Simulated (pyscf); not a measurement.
Routes from O=Ta(OH)(OH)–OH + H₂

Candidate steps break at most two bonds and form at most two. Each was searched with GFN2-xTB (tblite) first. Optimised with ωB97X-D3(BJ)/def2-SVP in PySCF. Energies: ωB97M-D3(BJ)/def2-TZVP, kcal/mol, from the separated reactants, singlet surface; ΔG‡ with ideal gas, 1 atm, RRHO with modes under 100 cm⁻¹ raised to 100, one conformer, R ln 2 for chiral ones without a mode under 150 cm⁻¹.

| products | type | ΔE‡ | ΔE | ΔG‡ 298 K | ΔG‡ 900 K | ν‡ (cm⁻¹) |
|---|---|---|---|---|---|---|
| HO–TaH(OH)(OH)–OH | addition across a multiple bond or ene-type step | 30.9 | +6.5 | 39.3 | 56.0 | 1487i |
| O=Ta(OH)(OH)–OH + H₂ | concerted two-bond exchange | 33.2 | 0.0 | 41.4 | 61.3 | 1938i |

Plain bond fissions and candidates not yet searched are not listed, and one of them may be faster. Each barrier is that of the saddle found; lower ones may exist. Elements past Kr carry the def2 core potentials, without spin-orbit coupling.
